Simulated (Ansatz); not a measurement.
# AlP+ (quartet): B97M-V, PBE0 over a scan of the distance Al1–P2, cc-pVDZ

Aim: run AlP+ (quartet) with these functionals over a scan of the distance Al1–P2, and hold them against the top wave-function level at the same points.

Program: Ansatz 0.2.0, Gaussian basis. Level of theory: cc-pVDZ, all electrons in the functionals. These are calculated values, not measurements.

Plan: B97M-V, PBE0, at 1.958 Å; 2.201 Å; 2.460 Å; 2.756 Å; 3.074 Å; 3.360 Å; 4.025 Å; 4.651 Å; 5.321 Å; 6.557 Å; 8.265 Å.

25 further runs of the same task are left out: 6 for a known fault of the program, 12 that didn't finish, 7 set aside as unsound or not needed.

## (1) What is computed

The geometry derives from a PBE0/def2-TZVP stationary point (not a proven minimum). One bond is set to the value named and the two fragments are kept rigid.

2 atoms, charge 1, spin multiplicity 4.

Atoms are counted from 1 here; the program's logs count them from 0.

Bond lengths: Al1–P2 2.460 Å.

As a file:

```tsv
atom	x (Å)	y (Å)	z (Å)
Al1	0.0000	0.0000	0.0000
P2	0.0000	0.0000	2.4598
```

No dispersion term is added; B97M-V holds VV10 nonlocal correlation.

The geometry shown and the zero of energy belong to the point 2.460 Å. The yardstick, FCI, and other wave-function levels (R restricted, U unrestricted, valence and pair active spaces) come from earlier runs.

## (2) B97M-V, 1.958 Å

in.yaml

```yaml
crystal:
  periodic: [false, false, false]
  atoms:
    - {symbol: Al, position_ang: [0.000000, 0.000000, 0.000000]}
    - {symbol: P, position_ang: [0.000000, 0.000000, 1.958000]}
basis:
  gaussian: {orbitals: cc-pVDZ}
total_charge: 1
magnetization: {spin_polarized: true, initial_magnetization: 3}
hamiltonian: {xc: {name: B97M-V}}
```

Launch:

```console
$ ansatz run in.yaml --threads 1 --pin off --events-out ev --progress --plain --max-ram 2393MiB
```

The runs that follow: B97M-V, 2.201 Å; B97M-V, 2.460 Å; B97M-V, 2.756 Å; B97M-V, 3.074 Å; B97M-V, 3.360 Å; B97M-V, 4.025 Å; B97M-V, 4.651 Å; B97M-V, 5.321 Å; B97M-V, 6.557 Å; B97M-V, 8.265 Å; PBE0, 1.958 Å; PBE0, 2.201 Å; PBE0, 2.460 Å; PBE0, 2.756 Å; PBE0, 3.074 Å; PBE0, 3.360 Å; PBE0, 4.025 Å; PBE0, 4.651 Å; PBE0, 5.321 Å; PBE0, 6.557 Å; PBE0, 8.265 Å.

Q: Predict the results of all the runs planned. Wanted: span of the FCI curve; largest miss, B97M-V; largest miss, PBE0.

**Answer**, as computed:

| quantity | value |
| --- | --- |
| span of the FCI curve | 1.811 eV |
| largest miss, B97M-V | +0.537 eV (6.557 Å) |
| largest miss, PBE0 | +0.460 eV (8.265 Å) |

**Reading.** Of the functionals, PBE0 keep the smallest largest miss at the points compared (at most 0.460 eV) and B97M-V strays most (0.537 eV, at 6.557 Å). Functionals and the yardstick converge differently with the basis, so part of each miss in cc-pVDZ is the basis.
